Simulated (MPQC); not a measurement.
# CHCl2F (SMILES FC(Cl)Cl): HF/def2-SVPD

Aim: the energy change on altering one bond length of CHCl2F at HF/def2-SVPD, from 2 runs. 

The results are computed with MPQC 2.3.1.

11 further runs of the same task are left out: 4 that didn't finish, 7 set aside as unsound or not needed.

### 1 The structure to begin with

CHCl2F: 5 atoms, total charge 0, spin state singlet. SMILES: `FC(Cl)Cl`. The coordinates come from a PBE0-D4/def2-TZVP relaxation.

Bond lengths: F1–C2 1.340 Å, C2–Cl3 1.759 Å, C2–Cl4 1.759 Å, C2–H5 1.088 Å. Angles: F1–C2–Cl3 109.4°, F1–C2–Cl4 109.4°, Cl3–C2–Cl4 111.6°, F1–C2–H5 109.7°, Cl3–C2–H5 108.4°, Cl4–C2–H5 108.4°.

### 2 The energy at HF/def2-SVPD

input.in

```
% emacs should use -*- KeyVal -*- mode
molecule<Molecule>: (
    symmetry = c1
    unit = bohr
    { atoms geometry } = {
        F  [ -1.11607225 0.25038871 2.32511902 ]
        C  [ 0.01209425 0.18783878 0.05801459 ]
        Cl [ 2.75881117 -1.67580913 0.23980625 ]
        Cl [ -2.11724915 -0.99248416 -2.20549936 ]
        H  [ 0.55671332 2.09079298 -0.49605311 ]
    }
)
basis<GaussianBasisSet>: (
    name = "def2-SVPD"
    molecule = $:molecule
    basisdir = "."
    puream = yes
)
mpqc: (
    checkpoint = no
    savestate = no
    restart = no
    do_energy = yes
    do_gradient = no
    optimize = no
    mole<CLHF>: (
        molecule = $:molecule
        basis = $:basis
        total_charge = 0
        memory = 1000000000
        print_evals = yes
        print_npa = yes
        maxiter = 120
        value_accuracy = 1e-08
        guess_wavefunction<CLHF>: (
            molecule = $:molecule
            total_charge = 0
            memory = 1000000000
            value_accuracy = 1e-3
            basis<GaussianBasisSet>: (
                name = "MINI (Huzinaga)"
                molecule = $:molecule
            )
        )
    )
)
```

The basis set def2-SVPD is read from a file made from the Basis Set Exchange's data (not shown).

The run is started by

```console
mpqc input.in > input.out
```

The program printed:

```text
MPQC: Massively Parallel Quantum Chemistry
                                   Version 2.3.1

  Using IntegralV3 by default for molecular integrals evaluation

      CLSCF::init: total charge = 0

      docc = [ 25 ]
      nbasis = 29

  CLSCF::init: total charge = 0

  docc = [ 25 ]
  nbasis = 105

  Molecular formula CHCl2F

  MPQC options:
    matrixkit     = <ReplSCMatrixKit>
    restart       = no
    checkpoint    = no
    savestate     = no
    do_energy     = yes
    do_gradient   = no
    optimize      = no
    write_pdb     = no
    print_mole    = yes
    print_timings = yes

  SCF::compute: energy accuracy = 1.0000000e-08

  nuclear repulsion energy =  211.9542606145

  integral intermediate storage = 415298 bytes
  integral cache = 999495662 bytes
  Projecting guess wavefunction into the present basis set

      SCF::compute: energy accuracy = 1.0000000e-03

      nuclear repulsion energy =  211.9542606145

      integral intermediate storage = 151153 bytes
      integral cache = 999841887 bytes
      Starting from core Hamiltonian guess

      Using symmetric orthogonalization.
      n(basis):            29
      Maximum orthogonalization residual = 2.23884
      Minimum orthogonalization residual = 0.212186
      Beginning iterations.  Basis is MINI (Huzinaga).
      iter     1 energy = -1050.8865575096 delta = 4.84887e-01
      iter     2 energy = -1051.4089187064 delta = 7.62703e-02
      iter     3 energy = -1051.4383602046 delta = 2.14988e-02
      iter     4 energy = -1051.4396373054 delta = 4.71847e-03

      HOMO is    25   A =  -0.482433
      LUMO is    26   A =   0.158012

      total scf energy = -1051.4396373054

      Projecting the guess density.

        The number of electrons in the guess density = 50
        Using symmetric orthogonalization.
        n(basis):           105
        Maximum orthogonalization residual = 7.84742
        Minimum orthogonalization residual = 0.000559774
        The number of electrons in the projected density = 49.9639

  Beginning iterations.  Basis is def2-SVPD.
  iter     1 energy = -1056.0061273805 delta = 1.20780e-01
  iter     2 energy = -1056.4469951021 delta = 2.55540e-02
  iter     3 energy = -1056.4757029606 delta = 7.14570e-03
  iter     4 energy = -1056.4866138042 delta = 2.79149e-03
  iter     5 energy = -1056.4873708165 delta = 9.80768e-04
  iter     6 energy = -1056.4874354221 delta = 2.17004e-04
  iter     7 energy = -1056.4874452046 delta = 8.48957e-05
  iter     8 energy = -1056.4874463672 delta = 3.53190e-05
  iter     9 energy = -1056.4874464276 delta = 7.63373e-06
  iter    10 energy = -1056.4874464355 delta = 3.46466e-06
  iter    11 energy = -1056.4874464360 delta = 8.28755e-07
  iter    12 energy = -1056.4874464360 delta = 2.60314e-07
  iter    13 energy = -1056.4874464360 delta = 9.78470e-08
  iter    14 energy = -1056.4874464360 delta = 1.71843e-08

  A
        1 -104.83761    2.00000
        2 -104.83756    2.00000
        3  -26.34917    2.00000
        4  -11.46780    2.00000
        5  -10.59812    2.00000
        6  -10.59810    2.00000
        7   -8.07322    2.00000
        8   -8.07321    2.00000
        9   -8.06953    2.00000
       10   -8.06952    2.00000
       11   -8.06944    2.00000
       12   -8.06944    2.00000
       13   -1.65478    2.00000
       14   -1.20763    2.00000
       15   -1.12431    2.00000
       16   -0.91805    2.00000
       17   -0.79130    2.00000
       18   -0.75055    2.00000
       19   -0.73392    2.00000
       20   -0.61338    2.00000
       21   -0.58148    2.00000
       22   -0.50998    2.00000
       23   -0.48664    2.00000
       24   -0.47988    2.00000
       25   -0.46474    2.00000
       26    0.09177    0.00000
       27    0.10004    0.00000
       28    0.10339    0.00000
       29    0.12252    0.00000
       30    0.14014    0.00000
       31    0.15337    0.00000
       32    0.16184    0.00000
       33    0.17741    0.00000
       34    0.19687    0.00000
       35    0.20793    0.00000
       36    0.20928    0.00000
       37    0.24084    0.00000
       38    0.24194    0.00000
       39    0.25229    0.00000
       40    0.29128    0.00000
       41    0.32593    0.00000
       42    0.33855    0.00000
       43    0.33856    0.00000
       44    0.35406    0.00000
       45    0.38905    0.00000
       46    0.39386    0.00000
       47    0.42437    0.00000
       48    0.43128    0.00000
       49    0.45561    0.00000
       50    0.45950    0.00000
       51    0.47851    0.00000
       52    0.48025    0.00000
       53    0.50978    0.00000
       54    0.51192    0.00000
       55    0.52721    0.00000
       56    0.54786    0.00000
       57    0.57403    0.00000
       58    0.61154    0.00000
       59    0.61228    0.00000
       60    0.64881    0.00000
       61    0.81388    0.00000
       62    0.84516    0.00000
       63    0.86497    0.00000
       64    0.88023    0.00000
       65    0.93227    0.00000
       66    0.95863    0.00000
       67    0.98793    0.00000
       68    1.02500    0.00000
       69    1.05787    0.00000
       70    1.10020    0.00000
       71    1.13269    0.00000
       72    1.16468    0.00000
       73    1.20553    0.00000
       74    1.20916    0.00000
       75    1.21255    0.00000
       76    1.21805    0.00000
       77    1.23094    0.00000
       78    1.25462    0.00000
       79    1.26524    0.00000
       80    1.29759    0.00000
       81    1.40860    0.00000
       82    1.43705    0.00000
       83    1.45329    0.00000
       84    1.51301    0.00000
       85    1.54253    0.00000
       86    1.71384    0.00000
       87    1.78826    0.00000
       88    1.80834    0.00000
       89    1.83407    0.00000
       90    1.86750    0.00000
       91    2.03893    0.00000
       92    2.15035    0.00000
       93    2.27141    0.00000
       94    2.27428    0.00000
       95    2.47698    0.00000
       96    2.48370    0.00000
       97    2.53985    0.00000
       98    2.56007    0.00000
       99    2.63215    0.00000
      100    3.22681    0.00000
      101    3.72686    0.00000
      102    3.73813    0.00000
      103    3.82651    0.00000
      104    3.84270    0.00000
      105    4.30331    0.00000

  HOMO is    25   A =  -0.464736
  LUMO is    26   A =   0.091767

  total scf energy = -1056.4874464360
Value of the MolecularEnergy: -1056.4874464360

  Function Parameters:
    value_accuracy    = 2.907044e-09 (1.000000e-08) (computed)
    gradient_accuracy = 0.000000e+00 (1.000000e-06)
    hessian_accuracy  = 0.000000e+00 (1.000000e-04)

  Molecule:
    Molecular formula: CHCl2F
    molecule<Molecule>: (
      symmetry = c1
      unit = "bohr"
      {  n atoms                        geometry                     }={
         1     F [   -1.1160722500     0.2503887100     2.3251190200]
         2     C [    0.0120942500     0.1878387800     0.0580145900]
         3    Cl [    2.7588111700    -1.6758091300     0.2398062500]
         4    Cl [   -2.1172491500    -0.9924841600    -2.2054993600]
         5     H [    0.5567133200     2.0907929800    -0.4960531100]
      }
    )
    Atomic Masses:
       18.99840   12.00000   34.96885   34.96885    1.00783

  Electronic basis:
    GaussianBasisSet:
      nbasis = 105
      nshell = 43
      nprim  = 77
      name = "def2-SVPD"
  Natural Population Analysis:
     n   atom    charge     ne(S)     ne(P)     ne(D)
      1    F   -0.417361  3.823919  5.582671  0.010770
      2    C    0.316004  3.065085  2.596907  0.022004
      3   Cl   -0.050141  5.846858  11.180286  0.022996
      4   Cl   -0.050138  5.846860  11.180282  0.022996
      5    H    0.201635  0.788288  0.010077

  SCF Parameters:
    maxiter = 120
    density_reset_frequency = 10
    level_shift = 0.000000

  CLSCF Parameters:
    charge = 0
    ndocc = 25
    docc = [ 25 ]

                             CPU  Wall
mpqc:                      32.73 33.08
  NAO:                      0.01  0.01
  calc:                    32.70 33.05
    vector:                32.70 33.05
      density:              0.01  0.01
      evals:                0.06  0.06
      extrap:               0.04  0.04
      fock:                32.00 32.34
        accum:              0.00  0.00
        ao_gmat:           31.98 32.31
        init pmax:          0.00  0.00
        local data:         0.01  0.01
        setup:              0.00  0.00
        sum:                0.00  0.00
        symm:               0.01  0.01
      vector:               0.17  0.17
        density:            0.00  0.00
        evals:              0.00  0.00
        extrap:             0.00  0.00
        fock:               0.15  0.15
          accum:            0.00  0.00
          ao_gmat:          0.15  0.15
          init pmax:        0.00  0.00
          local data:       0.00  0.00
          setup:            0.00  0.00
          sum:              0.00  0.00
          symm:             0.00  0.00
  input:                    0.02  0.02
```

Run time: 34 s. Hardware: 1 thread of Intel Xeon Platinum 8488C (Sapphire Rapids), shared host; peak memory 0.5 GiB.

### 3 The distorted shape, same level

run.in

```
molecule<Molecule>: (
   symmetry = c1
   unit = bohr
   { atoms geometry } = {
      F  [ -1.68018573 0.28166557 3.45873360 ]
      C  [ 0.01209425 0.18783878 0.05801459 ]
      Cl [ 2.75881117 -1.67580913 0.23980625 ]
      Cl [ -2.11724915 -0.99248416 -2.20549936 ]
      H  [ 0.55671332 2.09079298 -0.49605311 ]
   }
)
basis<GaussianBasisSet>: (
   name = "def2-SVPD"
   molecule = $:molecule
   basisdir = "."
   puream = yes
)
mpqc: (
   checkpoint = no
   savestate = no
   restart = no
   do_energy = yes
   do_gradient = no
   optimize = no
   mole<CLHF>: (
      molecule = $:molecule
      basis = $:basis
      total_charge = 0
      memory = 1000000000
      print_evals = yes
      print_npa = yes
      maxiter = 120
      value_accuracy = 1e-08
      guess_wavefunction<CLHF>: (
         molecule = $:molecule
         total_charge = 0
         memory = 1000000000
         value_accuracy = 1e-3
         basis<GaussianBasisSet>: (
            name = "MINI (Huzinaga)"
            molecule = $:molecule
         )
      )
   )
)
```

The basis set def2-SVPD is read from a file made from the Basis Set Exchange's data (not shown).

The run is started by

```console
mpqc run.in > run.out
```

The program printed:

```text
MPQC: Massively Parallel Quantum Chemistry
                                   Version 2.3.1

  Using IntegralV3 by default for molecular integrals evaluation

      CLSCF::init: total charge = 0

      docc = [ 25 ]
      nbasis = 29

  CLSCF::init: total charge = 0

  docc = [ 25 ]
  nbasis = 105

  Molecular formula CHCl2F

  MPQC options:
    matrixkit     = <ReplSCMatrixKit>
    restart       = no
    checkpoint    = no
    savestate     = no
    do_energy     = yes
    do_gradient   = no
    optimize      = no
    write_pdb     = no
    print_mole    = yes
    print_timings = yes

  SCF::compute: energy accuracy = 1.0000000e-08

  nuclear repulsion energy =  193.1490956056

  integral intermediate storage = 415298 bytes
  integral cache = 999495662 bytes
  Projecting guess wavefunction into the present basis set

      SCF::compute: energy accuracy = 1.0000000e-03

      nuclear repulsion energy =  193.1490956056

      integral intermediate storage = 151153 bytes
      integral cache = 999841887 bytes
      Starting from core Hamiltonian guess

      Using symmetric orthogonalization.
      n(basis):            29
      Maximum orthogonalization residual = 2.16701
      Minimum orthogonalization residual = 0.220471
      Beginning iterations.  Basis is MINI (Huzinaga).
      iter     1 energy = -1050.6841294598 delta = 4.83526e-01
      iter     2 energy = -1051.3212245537 delta = 8.45439e-02
      iter     3 energy = -1051.3493142636 delta = 1.87083e-02
      iter     4 energy = -1051.3515531262 delta = 7.19108e-03
      iter     5 energy = -1051.3516984804 delta = 1.27772e-03

      HOMO is    25   A =  -0.464229
      LUMO is    26   A =   0.010678

      total scf energy = -1051.3516984804

      Projecting the guess density.

        The number of electrons in the guess density = 50
        Using symmetric orthogonalization.
        n(basis):           105
        Maximum orthogonalization residual = 7.32252
        Minimum orthogonalization residual = 0.000724768
        The number of electrons in the projected density = 49.9619

  Beginning iterations.  Basis is def2-SVPD.
  iter     1 energy = -1055.9213037801 delta = 1.20387e-01
  iter     2 energy = -1056.3173200652 delta = 2.16248e-02
  iter     3 energy = -1056.3406120806 delta = 5.91539e-03
  iter     4 energy = -1056.3551044968 delta = 2.24982e-03
  iter     5 energy = -1056.3575504048 delta = 1.20989e-03
  iter     6 energy = -1056.3582788396 delta = 5.10219e-04
  iter     7 energy = -1056.3585535346 delta = 4.51630e-04
  iter     8 energy = -1056.3585790353 delta = 1.45844e-04
  iter     9 energy = -1056.3585796911 delta = 1.80635e-05
  iter    10 energy = -1056.3585804416 delta = 3.16867e-05
  iter    11 energy = -1056.3585804470 delta = 2.76444e-06
  iter    12 energy = -1056.3585804489 delta = 1.57323e-06
  iter    13 energy = -1056.3585804491 delta = 5.07810e-07
  iter    14 energy = -1056.3585804491 delta = 1.29049e-07
  iter    15 energy = -1056.3585804491 delta = 7.93360e-08
  iter    16 energy = -1056.3585804491 delta = 2.43724e-08
  iter    17 energy = -1056.3585804491 delta = 1.34548e-08

  A
        1 -104.88336    2.00000
        2 -104.88331    2.00000
        3  -26.23658    2.00000
        4  -11.51829    2.00000
        5  -10.64194    2.00000
        6  -10.64192    2.00000
        7   -8.11700    2.00000
        8   -8.11699    2.00000
        9   -8.11321    2.00000
       10   -8.11320    2.00000
       11   -8.11295    2.00000
       12   -8.11294    2.00000
       13   -1.42908    2.00000
       14   -1.24879    2.00000
       15   -1.15509    2.00000
       16   -0.91256    2.00000
       17   -0.70651    2.00000
       18   -0.65569    2.00000
       19   -0.60808    2.00000
       20   -0.56575    2.00000
       21   -0.56400    2.00000
       22   -0.52200    2.00000
       23   -0.51658    2.00000
       24   -0.49764    2.00000
       25   -0.49056    2.00000
       26    0.00242    0.00000
       27    0.07813    0.00000
       28    0.08531    0.00000
       29    0.08944    0.00000
       30    0.12413    0.00000
       31    0.13385    0.00000
       32    0.14523    0.00000
       33    0.15743    0.00000
       34    0.17710    0.00000
       35    0.18106    0.00000
       36    0.19589    0.00000
       37    0.23412    0.00000
       38    0.23602    0.00000
       39    0.24861    0.00000
       40    0.29255    0.00000
       41    0.29500    0.00000
       42    0.32781    0.00000
       43    0.33156    0.00000
       44    0.33773    0.00000
       45    0.34931    0.00000
       46    0.37401    0.00000
       47    0.40064    0.00000
       48    0.41022    0.00000
       49    0.41740    0.00000
       50    0.43082    0.00000
       51    0.44315    0.00000
       52    0.46261    0.00000
       53    0.49283    0.00000
       54    0.50251    0.00000
       55    0.51944    0.00000
       56    0.53743    0.00000
       57    0.54481    0.00000
       58    0.57519    0.00000
       59    0.59282    0.00000
       60    0.63930    0.00000
       61    0.82087    0.00000
       62    0.85511    0.00000
       63    0.89609    0.00000
       64    0.91385    0.00000
       65    0.92486    0.00000
       66    0.96406    0.00000
       67    0.99267    0.00000
       68    1.00350    0.00000
       69    1.05601    0.00000
       70    1.07334    0.00000
       71    1.07707    0.00000
       72    1.10930    0.00000
       73    1.17747    0.00000
       74    1.17929    0.00000
       75    1.18304    0.00000
       76    1.19824    0.00000
       77    1.19877    0.00000
       78    1.21144    0.00000
       79    1.21812    0.00000
       80    1.28364    0.00000
       81    1.29914    0.00000
       82    1.40406    0.00000
       83    1.40913    0.00000
       84    1.45507    0.00000
       85    1.49146    0.00000
       86    1.61636    0.00000
       87    1.65419    0.00000
       88    1.73727    0.00000
       89    1.82375    0.00000
       90    1.86852    0.00000
       91    1.90543    0.00000
       92    1.97099    0.00000
       93    2.00010    0.00000
       94    2.14600    0.00000
       95    2.31953    0.00000
       96    2.41542    0.00000
       97    2.43855    0.00000
       98    2.55972    0.00000
       99    2.57430    0.00000
      100    3.20553    0.00000
      101    3.81324    0.00000
      102    3.82026    0.00000
      103    3.87359    0.00000
      104    3.87922    0.00000
      105    3.88175    0.00000

  HOMO is    25   A =  -0.490563
  LUMO is    26   A =   0.002419

  total scf energy = -1056.3585804491
Value of the MolecularEnergy: -1056.3585804491

  Function Parameters:
    value_accuracy    = 3.656420e-09 (1.000000e-08) (computed)
    gradient_accuracy = 0.000000e+00 (1.000000e-06)
    hessian_accuracy  = 0.000000e+00 (1.000000e-04)

  Molecule:
    Molecular formula: CHCl2F
    molecule<Molecule>: (
      symmetry = c1
      unit = "bohr"
      {  n atoms                        geometry                     }={
         1     F [   -1.6801857300     0.2816655700     3.4587336000]
         2     C [    0.0120942500     0.1878387800     0.0580145900]
         3    Cl [    2.7588111700    -1.6758091300     0.2398062500]
         4    Cl [   -2.1172491500    -0.9924841600    -2.2054993600]
         5     H [    0.5567133200     2.0907929800    -0.4960531100]
      }
    )
    Atomic Masses:
       18.99840   12.00000   34.96885   34.96885    1.00783

  Electronic basis:
    GaussianBasisSet:
      nbasis = 105
      nshell = 43
      nprim  = 77
      name = "def2-SVPD"
  Natural Population Analysis:
     n   atom    charge     ne(S)     ne(P)     ne(D)
      1    F   -0.534751  3.966688  5.564384  0.003679
      2    C    0.193698  3.197351  2.592432  0.016519
      3   Cl    0.052032  5.845620  11.078024  0.024323
      4   Cl    0.052035  5.845622  11.078020  0.024323
      5    H    0.236986  0.750950  0.012064

  SCF Parameters:
    maxiter = 120
    density_reset_frequency = 10
    level_shift = 0.000000

  CLSCF Parameters:
    charge = 0
    ndocc = 25
    docc = [ 25 ]

                             CPU  Wall
mpqc:                      34.47 34.74
  NAO:                      0.01  0.01
  calc:                    34.45 34.71
    vector:                34.45 34.71
      density:              0.01  0.01
      evals:                0.07  0.07
      extrap:               0.05  0.05
      fock:                33.60 33.87
        accum:              0.00  0.00
        ao_gmat:           33.57 33.84
        init pmax:          0.00  0.00
        local data:         0.01  0.01
        setup:              0.00  0.00
        sum:                0.00  0.00
        symm:               0.01  0.01
      vector:               0.14  0.14
        density:            0.00  0.00
        evals:              0.00  0.00
        extrap:             0.00  0.00
        fock:               0.12  0.12
          accum:            0.00  0.00
          ao_gmat:          0.12  0.12
          init pmax:        0.00  0.00
          local data:       0.00  0.00
          setup:            0.00  0.00
          sum:              0.00  0.00
          symm:             0.00  0.00
  input:                    0.01  0.01
```

It took 35 s on 1 thread of Intel Xeon Platinum 8488C (Sapphire Rapids), shared host; peak memory 0.5 GiB.

### 4 Summary of results

Level: HF/def2-SVPD.

```
                                                         quantity           value
                                        first shape: total energy  -1056.48745 Eh
                                         first shape: HOMO energy       -12.65 eV
                                         first shape: LUMO energy         2.50 eV
                                       first shape: HOMO–LUMO gap        15.14 eV
                                    distorted shape: total energy  -1056.35858 Eh
                                     distorted shape: HOMO energy       -13.35 eV
                                     distorted shape: LUMO energy         0.07 eV
                                   distorted shape: HOMO–LUMO gap        13.41 eV
energy change with the F1–C2 bond stretched from 1.340 to 2.011 Å        3.507 eV
```

With the F1–C2 bond stretched from 1.340 to 2.011 Å the energy rises by 3.51 eV (81 kcal/mol). The first shape isn't relaxed at this level, so the change isn't measured from a minimum.
